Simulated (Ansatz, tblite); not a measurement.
Cost and result up the ladder for (H3Si)2S (Si2H6S) (9 atoms). Total charge 0; singlet. Geometry: PBE-D4/def2-TZVP.

```
atom   x (Å)   y (Å)   z (Å)
 Si1  -0.138  -0.010  -1.615
  H2  -1.152  -1.098  -1.465
  H3   1.226  -0.623  -1.635
  H4  -0.379   0.741  -2.882
  S5  -0.310   1.431  -0.027
 Si6   0.116   0.107   1.613
  H7   1.483  -0.484   1.483
  H8  -0.883  -1.004   1.680
  H9   0.036   0.940   2.849
```

Ansatz on 2 threads of Arm Neoverse V2 on a shared host; xTB runs through tblite on one thread. Times are rough, summed over both states, and most runs start from the orbitals of an earlier one. PBE0-D4/def2-TZVP serves as the yardstick here, not as an exact answer. The other state is a triplet.

The xTB rows come from tblite.

xTB has no spin-polarisation term.

```csv
level,functions,wall time
GFN1-xTB,39,0.01 s
GFN2-xTB,33,0.018 s
PBE-D4/def2-TZVP,147,4.7 s
PBE0-D4/def2-TZVP,147,6.3 s
r2SCAN-D4/def2-TZVP,147,11 s
```

Estimate what each level gives for the vertical triplet (eV).


```csv
level,vertical triplet (eV),difference from PBE0-D4/def2-TZVP (eV)
GFN1-xTB,6.32,0.79
GFN2-xTB,5.16,-0.37
PBE-D4/def2-TZVP,5.22,-0.32
PBE0-D4/def2-TZVP,5.53,0.00
r2SCAN-D4/def2-TZVP,5.46,-0.07
```
